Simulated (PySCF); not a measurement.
Isomers C₅H₅N:

A. `N(C(C#C)=C)=C`
B. SMILES N#C[C@H]1[C@H]2C[C@@H]12
C. SMILES CC#C[C@@H]1C=N1
D. SMILES N#CCC#CC

Spectrum 1. 13C{1H} NMR (computed): δ 123.1 (C), 29.1 (CH), 28.1 (CH2), 5.6 (CH).

Spectrum 2. 13C{1H} NMR (computed): δ 119.2 (C), 86.4 (C), 71.8 (C), 9.9 (CH2), 4.5 (CH3).

Spectrum 3. 13C{1H} NMR (computed): δ 171.3 (CH), 87.1 (C), 78.0 (C), 16.0 (CH), 4.6 (CH3).

Spectrum 4. 13C{1H} NMR (computed): δ 158.5 (CH2), 144.6 (C), 139.8 (CH2), 92.2 (CH), 77.8 (C).

PySCF 2.14 calculation with PBE0-D3(BJ)/def2-SVP structure, PBE0/pcSseg-1 with gauge-including orbitals and spin–spin couplings from B3LYP/pcJ-1 (spin–dipole term left out of most H,H and C,H couplings); one computed conformer, no solvent model, rapidly exchanging positions averaged, no relativistic terms.

Scale: TMS for 13C (σ = 184.41 ppm) (reference shieldings calculated alike). Shifts are as computed. Against solution values, carbons near 30 ppm lie about +2 ppm off and those near 130 ppm about +5 ppm. Of 1211 compounds with measured shifts, 218 miss one by over three times the rms of a fit or turn the order of signals round; such compounds aren't used in these exercises.

Problem. Match each spectrum to its structure.

Solution. 1–B, 2–D, 3–C, 4–A.

- Spectrum 1 (B): 4 13C signals; δC 123.1 is a nitrile carbon; δC 29.1 is a three-membered-ring carbon.
- Spectrum 2 (D): 5 13C signals; δC 119.2 is a nitrile carbon; δC 86.4 is an alkyne carbon.
- Spectrum 3 (C): 5 13C signals; δC 87.1 is an alkyne carbon; δC 78.0 is an alkyne carbon.
- Spectrum 4 (A): 5 13C signals; δC 144.6 is a fully substituted alkene carbon; δC 139.8 is a terminal =CH2 carbon.
